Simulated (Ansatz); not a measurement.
# C6H12: one species, many methods

How much do the methods differ for C6H12? The plan is to run it at one geometry with functionals of several rungs and with coupled cluster. The yardstick is the atomisation energy at the CCSD(T) limit.

Computed with Ansatz 0.2.0, Gaussian basis. Level: functionals in def2-TZVPP, the program's frozen cores in correlated methods.

Plan: PBE-D4, r2SCAN-D4, PBE0-D4, B3LYP-D4, ωB97X-V, ωB97M-V, B2PLYP; CCSD(T)/def2-TZVPP; MP2/def2-QZVPP; extrapolation to the limit.

### 1 Structure used throughout

The geometry comes from an earlier relaxation with PBE0-D4 in a triple-zeta def2 set; it is a stationary point, not always the lowest conformer.

SMILES `C/C=C/C(C)C`, 18 atoms, charge 0, spin multiplicity 1.

Atoms are counted from 1 here; the program's logs count them from 0.

Bond lengths: C1–C2 1.490 Å, C1–H7 1.095 Å, C1–H8 1.092 Å, C1–H9 1.095 Å, C2–C3 1.327 Å, C2–H10 1.090 Å, C3–C4 1.496 Å, C3–H11 1.092 Å, C4–C5 1.526 Å, C4–C6 1.526 Å, C4–H12 1.097 Å, C5–H13 1.093 Å, C5–H14 1.092 Å, C5–H15 1.095 Å, C6–H16 1.092 Å, C6–H17 1.095 Å, C6–H18 1.093 Å. Angles: C2–C1–H7 111.2°, C2–C1–H8 111.4°, C2–C1–H9 111.2°, H7–C1–H8 108.1°, H7–C1–H9 106.6°, H8–C1–H9 108.1°, C1–C2–C3 125.2°, C1–C2–H10 116.4°, C3–C2–H10 118.4°, C2–C3–C4 125.5°, C2–C3–H11 118.8°, C4–C3–H11 115.6°, C3–C4–C5 110.7°, C3–C4–C6 110.7°, C3–C4–H12 107.9°, C5–C4–C6 110.7°, C5–C4–H12 108.4°, C6–C4–H12 108.4° and more.

Coordinates:

```xyz
18
charge 0, multiplicity 1
C     0.12100    1.98570   -2.14480
C    -0.15204    0.69361   -1.45434
C     0.10815    0.43799   -0.17862
C    -0.16307   -0.85629    0.52104
C    -1.15409   -0.65516    1.66412
C     1.13397   -1.47458    1.03544
H    -0.79828    2.42019   -2.55077
H     0.56915    2.71315   -1.46498
H     0.80113    1.84673   -2.99145
H    -0.60120   -0.09413   -2.05899
H     0.55807    1.22140    0.43450
H    -0.60955   -1.54495   -0.20626
H    -1.35841   -1.59943    2.17602
H    -2.10044   -0.24979    1.30007
H    -0.75298    0.04419    2.40435
H     1.83492   -1.65933    0.21876
H     1.62277   -0.80653    1.75148
H     0.94090   -2.42280    1.54440
```

### 2 PBE-D4 (GGA)

Input file in.yaml:

```yaml
crystal:
  periodic: [false, false, false]
  atoms:
    - {symbol: C, position_ang: [0.121004, 1.985702, -2.144803]}
    - {symbol: C, position_ang: [-0.152035, 0.693615, -1.454338]}
    - {symbol: C, position_ang: [0.108147, 0.437992, -0.178619]}
    - {symbol: C, position_ang: [-0.163072, -0.856290, 0.521040]}
    - {symbol: C, position_ang: [-1.154094, -0.655156, 1.664117]}
    - {symbol: C, position_ang: [1.133972, -1.474577, 1.035437]}
    - {symbol: H, position_ang: [-0.798276, 2.420190, -2.550775]}
    - {symbol: H, position_ang: [0.569154, 2.713155, -1.464977]}
    - {symbol: H, position_ang: [0.801127, 1.846729, -2.991445]}
    - {symbol: H, position_ang: [-0.601204, -0.094125, -2.058986]}
    - {symbol: H, position_ang: [0.558067, 1.221396, 0.434503]}
    - {symbol: H, position_ang: [-0.609551, -1.544945, -0.206263]}
    - {symbol: H, position_ang: [-1.358414, -1.599432, 2.176024]}
    - {symbol: H, position_ang: [-2.100436, -0.249793, 1.300067]}
    - {symbol: H, position_ang: [-0.752978, 0.044195, 2.404355]}
    - {symbol: H, position_ang: [1.834919, -1.659334, 0.218760]}
    - {symbol: H, position_ang: [1.622774, -0.806529, 1.751485]}
    - {symbol: H, position_ang: [0.940898, -2.422802, 1.544399]}
basis:
  gaussian: {orbitals: def2-TZVPP}
hamiltonian: {xc: pbe, dispersion: d4}
output: {forces: true, orbitals: {seedname: orbitals}}
```

Run with:

```
$ ansatz run in.yaml --threads 2 --pin off --events-out ev --progress --plain --max-ram 32768MiB --backend cuda --devices 0, --max-vram 18GiB
```

After this run come: r2SCAN-D4 (meta-GGA); PBE0-D4 (hybrid); B3LYP-D4 (hybrid); ωB97X-V (range-separated); ωB97M-V (range-separated); B2PLYP (double hybrid); CCSD(T) in def2-TZVPP; MP2 in def2-QZVPP.

Q: Predict the results of all the runs planned. Wanted: atomisation energy, CCSD(T)/CBS; farthest; mean size of error, hybrid; mean size of error, range-separated; gap, smallest and largest; T1 diagnostic; triples share of the correlation energy.

As calculated:

```
                               quantity                                  value
        atomisation energy, CCSD(T)/CBS                              75.722 eV
    functionals within 0.379 eV (0.5 %)  r2SCAN-D4, B3LYP-D4, ωB97X-V, ωB97M-V
                               farthest                     PBE-D4 (+1.495 eV)
             mean size of error, hybrid                               0.405 eV
    mean size of error, range-separated                               0.140 eV
              gap, smallest and largest   5.47 eV (PBE-D4), 12.16 eV (ωB97X-V)
                          T1 diagnostic                                 0.0093
triples share of the correlation energy                                  4.0 %
```

In words: PBE-D4 misses by +1.495 eV. Double hybrids carry the basis error of their MP2 part in triple zeta, and no dispersion term here, so their miss is partly the set-up's. Misses under about 0.379 eV are within the doubt on the reference itself, which lacks core-valence correlation, relativity and higher excitations. Hartree-Fock recovers 76 % of the binding; the rest is correlation. Orbital gaps span 5.5 to 12.2 eV; exact exchange widens them.
